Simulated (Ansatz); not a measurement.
# C2H2F2: a ladder of functionals and wavefunction methods

An exercise on one series of results from a longer session: the logs are not shown, and one member is left open.

Computed with Ansatz 0.2.0, Gaussian basis. Level: functionals in def2-TZVPP, the program's frozen cores in correlated methods.

Plan: LDA (SPW92), PBE-D4, revPBE-D4, BLYP-D4, r2SCAN-D4, B97M-V, PBE0-D4, B3LYP-D4, r2SCANh-D4, r2SCAN0-D4, HSE06-D4, BHLYP-D4, CAM-B3LYP-D4, LC-ωPBE, ωB97X-V, ωB97M-V, B2PLYP, PBE-QIDH; CCSD(T)/def2-SVP; CCSD(T)/def2-TZVPP; MP2/def2-QZVPP; extrapolation to the limit; RPA on PBE.

## The relaxed structure

All runs share one geometry, relaxed beforehand with PBE0-D4 in a triple-zeta def2 set.

SMILES `F/C=C\F`, 6 atoms, charge 0, spin multiplicity 1.

Atoms are counted from 1 here; the program's logs count them from 0.

Bond lengths: F1–C2 1.330 Å, C2–C3 1.320 Å, C2–H5 1.082 Å, C3–F4 1.330 Å, C3–H6 1.082 Å. Angles: F1–C2–C3 122.8°, F1–C2–H5 114.8°, C3–C2–H5 122.4°, C2–C3–F4 122.8°, C2–C3–H6 122.4°, F4–C3–H6 114.8°.

Coordinates:

```xyz
6
C2H2F2
F     0.1764   -0.8416   -1.5060
C     0.4045    0.0270   -0.5254
C    -0.3281    0.0755    0.5719
F    -1.3556   -0.7401    0.7886
H     1.2391    0.6941   -0.6949
H    -0.1363    0.7851    1.3657
```

Set-up of the first run:

File in.yaml:

```yaml
crystal:
  periodic: [false, false, false]
  atoms:
    - {symbol: F, position_ang: [0.176424, -0.841587, -1.505974]}
    - {symbol: C, position_ang: [0.404458, 0.027007, -0.525398]}
    - {symbol: C, position_ang: [-0.328064, 0.075480, 0.571869]}
    - {symbol: F, position_ang: [-1.355630, -0.740060, 0.788639]}
    - {symbol: H, position_ang: [1.239147, 0.694110, -0.694860]}
    - {symbol: H, position_ang: [-0.136345, 0.785051, 1.365723]}
basis:
  gaussian: {orbitals: def2-TZVPP}
hamiltonian: {xc: lda}
output: {orbitals: {seedname: orbitals}}
```

Run with:

```bash
$ ansatz run in.yaml --threads 4 --pin off --events-out ev --progress --plain --max-ram 10444MiB
```

Among the steps run: LDA; PBE-D4 (GGA); revPBE-D4 (GGA); BLYP-D4 (GGA); r2SCAN-D4 (meta-GGA); B97M-V (meta-GGA); PBE0-D4 (hybrid); B3LYP-D4 (hybrid); r2SCANh-D4 (hybrid); r2SCAN0-D4 (hybrid); HSE06-D4 (hybrid); BHLYP-D4 (hybrid); CAM-B3LYP-D4 (range-separated); LC-ωPBE (range-separated); ωB97X-V (range-separated); ωB97M-V (range-separated); B2PLYP (double hybrid); PBE-QIDH (double hybrid).

One table of the session follows, with a row left open; its other results are not shown here.

It belongs to the step «Frontier levels by functional». 

| functional | HOMO (eV) | LUMO (eV) | gap (eV) |
| --- | --- | --- | --- |
| LDA (SPW92) | -6.45 | -0.89 | 5.56 |
| PBE-D4 | -6.24 | -0.61 | 5.62 |
| revPBE-D4 | -6.16 | -0.51 | 5.65 |
| BLYP-D4 | -6.13 | -0.54 | 5.59 |
| r2SCAN-D4 | -6.49 | -0.37 | 6.12 |
| B97M-V | -6.56 | -0.32 | 6.24 |
| PBE0-D4 | ? | ? | ? |
| B3LYP-D4 | -7.38 | 0.11 | 7.49 |
| r2SCANh-D4 | -7.00 | 0.01 | 7.01 |
| r2SCAN0-D4 | -7.76 | 0.57 | 8.33 |
| HSE06-D4 | -7.18 | 0.03 | 7.21 |
| BHLYP-D4 | -8.83 | 1.49 | 10.32 |
| CAM-B3LYP-D4 | -9.02 | 1.53 | 10.55 |
| LC-ωPBE | -10.36 | 2.80 | 13.16 |
| ωB97X-V | -9.97 | 2.75 | 12.71 |
| ωB97M-V | -9.88 | 2.62 | 12.49 |

Q: Estimate the row for PBE0-D4 from the others.

As computed: HOMO (eV): -7.59; LUMO (eV): 0.42; gap (eV): 8.01. In the column «HOMO (eV)» it lies between r2SCAN0-D4 (-7.76) and B3LYP-D4 (-7.38).
